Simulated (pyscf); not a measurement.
Single points on ωB97X-D3(BJ)/def2-SVP structures (PySCF, gas phase).

Task: For the elementary gas-phase step H₃C–CH₂–CH₂–ClH⁺ → H₃C–CH⁺–CH₃ + hydrogen chloride (HCl) (singlet surface; C–Cl, C–H broken, C–H formed), what barrier and reaction energy does PBE/def2-TZVP give, measured from the reactant's lowest minimum found?

Result: ΔE‡ = 0.29 eV, ΔE = +0.11 eV. CCSD(T)/def2-TZVPP + ΔMP2(QZVPP) gives 0.32 eV and +0.17 eV. Zero-point energy shifts the barrier by -0.14 eV. It is an elimination, with an imaginary mode of 282i cm⁻¹. On the product side the descent ends in a bound adduct (not fully relaxed), 0.39 eV under the separated species and 0.58 eV under the saddle at ωB97X-D3(BJ)/def2-TZVP. One saddle was located; it need not be the lowest between these sides. The CCSD(T) − MP2 part came from Ansatz, without density fitting, on the same reference.
